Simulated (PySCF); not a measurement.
This PySCF input (M06-2X/aug-cc-pV(T+d)Z) gives -343.12972 Eh with 124 basis functions.

```python
import numpy as np, basis_set_exchange as bse
from pyscf import gto, scf, dft, df

basis = {'H': gto.basis.parse(bse.get_basis('aug-cc-pV(T+d)Z', elements=['H'], fmt='nwchem')), 'P': gto.basis.parse(bse.get_basis('aug-cc-pV(T+d)Z', elements=['P'], fmt='nwchem'))}
mol = gto.M(
    atom='''
    P     0.00293147    0.00160888    0.12817703
    H    -0.00384980    1.18388197   -0.65609339
    H     1.01199153   -0.61366513   -0.65676338
    H    -1.05211382   -0.59435001   -0.60979871
    ''',
    basis=basis,
    charge=0,
    verbose=4,
    max_memory=8640,
)
mf = dft.RKS(mol, xc='m062x')
mf = mf.density_fit(auxbasis=df.autoaux(mol))
mf.conv_tol = 1e-9
mf.max_cycle = 100
mf.grids.level = 1
print('smallest overlap eigenvalue', np.linalg.eigvalsh(mol.intor('int1e_ovlp'))[0])
mf.kernel()
dip = mf.dip_moment()
```

Change:
```diff
- mf.grids.level = 1
+ mf.grids.level = 7
```

Task: What does the run give now?

Result: -343.12937 Eh (M06-2X/aug-cc-pV(T+d)Z, 124 functions), a change of +0.35 mEh.
